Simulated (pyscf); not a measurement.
•H₂C–GeH₃ + methane (CH₄) → H₃C–GeH₃ + methyl (CH₃•), a hydrogen abstraction (doublet surface; C–H broken, C–H formed). Optimised with ωB97X-D3(BJ)/def2-SVP in PySCF. Energies in kcal/mol from the separated reactants.

Small-basis levels: PySCF, no dispersion term, spherical d functions. Open shells are spin-unrestricted. 

Problem. Quick HF/3-21G single points give ΔE‡ = 28.2 kcal/mol and ΔE = +3.3 kcal/mol. What does ωB97M-D3(BJ)/def2-TZVP give, and how far is the quick result from it?

Solution. ωB97M-D3(BJ)/def2-TZVP gives ΔE‡ = 17.6 kcal/mol and ΔE = +2.7 kcal/mol. HF/3-21G lies 10.6 kcal/mol over it in the barrier and 0.6 kcal/mol over it in the reaction energy, so on this step it does not hold to within 3.0 kcal/mol. ωB97M-D3(BJ)/def2-TZVP has limits of its own. •H₂C–GeH₃ lies 20.6 kcal/mol over its isomer H₃C–GeH₂• (electronic energy, ωB97M-D3(BJ)/def2-TZVP). This is the saddle that the search found; another between the same sides may lie lower. The angle at the transferred H is 180°. In the def2 sets elements up to Kr have no core potential.
